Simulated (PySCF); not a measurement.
## SiB: frontier orbitals

UHF at R = 1.910 Å; PySCF, no relativity, basis sets Si def2-TZVPPD, B def2-TZVPPD. State: ⁴Σ⁻ (quartet), unpaired electrons σ ↑, π ↑↑. Only the outer orbitals are listed, counted within each symmetry.

```csv
spin,orbital,occ.,ε (eV),on Si (%),main shells (%)
α,5σ,1,-20.54,64,"53 Si s, 33 B s, 10 Si p"
α,6σ,1,-13.67,39,"43 B s, 34 Si s, 19 B p"
α,7σ,1,-9.56,59,"40 Si p, 39 B p, 18 Si s"
α,2π,1,-8.94,55,"51 Si p, 44 B p"
α,2π,1,-8.94,55,"51 Si p, 44 B p"
α,3π,0,1.06,54,"31 Si p, 30 B p, 23 Si d"
α,3π,0,1.06,54,"31 Si p, 30 B p, 23 Si d"
α,8σ,0,1.52,41,"50 B s, 33 Si s, 14 Si p"
β,5σ,1,-16.24,67,"60 Si s, 27 B s"
β,6σ,1,-10.07,75,"38 Si s, 37 Si p, 26 B s"
β,2π,0,0.40,55,"57 Si p, 42 B p"
β,2π,0,0.40,55,"57 Si p, 42 B p"
β,7σ,0,0.76,32,"35 B p, 32 B s, 19 Si s"
```

Problem. Which are the highest filled and the lowest empty level, where do they sit, and how wide is the gap?

Solution. Highest filled α 2π at -8.94 eV (in %: 51 Si p, 44 B p); lowest empty β 2π at 0.40 eV (in %: 57 Si p, 42 B p); the gap at UHF is 9.34 eV. Both belong to one degenerate shell, split only by its one-sided filling, so this is no excitation gap. An empty level above zero is unbound, and its energy depends on the basis.

```
bond order (Mayer)                              : 1.67
⟨S²⟩                                            : 3.758
charge on Si (Mulliken, basis-dependent)        : -0.13
charge on Si (Löwdin, basis-dependent)          : 0.41
dipole moment (positive dipole means Si(−)B(+)) : -0.07 D
polarisability along the bond                   : 78.3 bohr³
polarisability across the bond                  : 44.8 bohr³
```

The state was picked by a PBE0 search and need not be the measured ground state.
